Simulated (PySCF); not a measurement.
## Working with the constants of BS

PBE0 constants of BS, ²Σ⁺ (doublet), unpaired electrons σ ↑ (basis B def2-TZVP, S def2-TZVP; no relativity; PySCF 2.14; masses 11.0093 and 31.9721 u):

| Property | Result |
| --- | --- |
| ωe | 1207.0 cm⁻¹ |
| ωexe | 5.94 cm⁻¹ |
| Be | 0.79643 cm⁻¹ |
| αe | 0.00549 cm⁻¹ |
| D (centrifugal) | 1.39e-06 cm⁻¹ |
| De to B + S | 5.99 eV |

Q: Give the vibrational terms G(v) and spacings up to v = 6.

A: G(v) = ωe(v+½) − ωexe(v+½)².

```
v  G(v) (cm⁻¹)  G(v) − G(v−1)  Bv (cm⁻¹)
0          602                    0.7937
1         1797           1195     0.7882
2         2980           1183     0.7827
3         4152           1171     0.7772
4         5311           1159     0.7717
5         6459           1148     0.7662
6         7595           1136     0.7607
```

Q: How well does the Morse estimate ωe²/(4ωexe) reproduce De, and what is D0?

A: It gives 7.60 eV, 127 % of the computed De. D0 = De − G(0) = 5.99 − 0.07 = 5.92 eV.

The state is the lowest determinant that a PBE0 search found; another state may lie lower at other levels.
